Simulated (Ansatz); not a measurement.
System: fcc Ca. Method: PBEsol in Ansatz (plane waves, PAW).

A relaxed, unreconstructed slab of the (310) face has 20 atoms, two equal faces of 47.072 Å² each and an energy of -35871.2082 eV. A bulk cell of 10 atoms with the same orientation and in-plane k mesh has -17937.3355 eV. Energies are extrapolated to zero smearing.

Settings: plane-wave cutoff 500 eV, 10×8×1 k mesh (along the axes of the cell as run), Fermi–Dirac smearing 0.1 eV, scalar-relativistic PAW data made under PBE.

Worked out: γ = (E_slab − N E_bulk per atom)/2A = [-35871.2082 − 20 × (-17937.3355/10)]/(2 × 47.072) = 0.0368 eV/Å². With 16.022 J/m² per eV/Å² this is 0.59 J/m², or 1.73 eV per surface cell and face.

Note: the run warned of electron density left in the vacuum.

Ansatz is a quantum-chemistry and plane-wave program.
